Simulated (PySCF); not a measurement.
## Argon: a sound run and one with changed settings

Sound run: Ar [Ar], Ar⁺ [Ne] 3s2 3p5. Calculation: PySCF 2.14, in 6-31G* (4s3p1d, 18 functions); no relativity, point nucleus. In the sound run the correlated levels freeze [Ne]. The sound run starts from symmetry-adapted Hartree-Fock orbitals and uses a fine grid where one is needed.

A second run was set up differently.

| species | method | sound run (hartree) | changed run (hartree) | converged |
| --- | --- | --- | --- | --- |
| Ar | MP2 | -526.90713 | -526.91271 | yes |
| Ar | CCSD(T) | -526.92089 | -526.92572 | yes |
| Ar⁺ | MP2 | -526.34332 | -526.34877 | yes |
| Ar⁺ | CCSD(T) | -526.36145 | -526.36626 | yes |

Ionisation energy of Ar:

| method | sound run (eV) | changed run (eV) |
| --- | --- | --- |
| UHF | 14.659 | 14.659 |
| MP2 | 15.342 | 15.346 |
| SCS-MP2 | 15.261 | 15.264 |
| CCSD | 15.215 | 15.214 |
| CCSD(T) | 15.223 | 15.223 |

(1) What was changed?
A. basis contracted for another Hamiltonian
B. minimal basis
C. all electrons correlated in a valence basis
D. a valence shell is frozen

Answers

(1) C. A valence basis has no tight correlating functions, so it recovers only part of the core correlation, and not evenly between atom and ion.
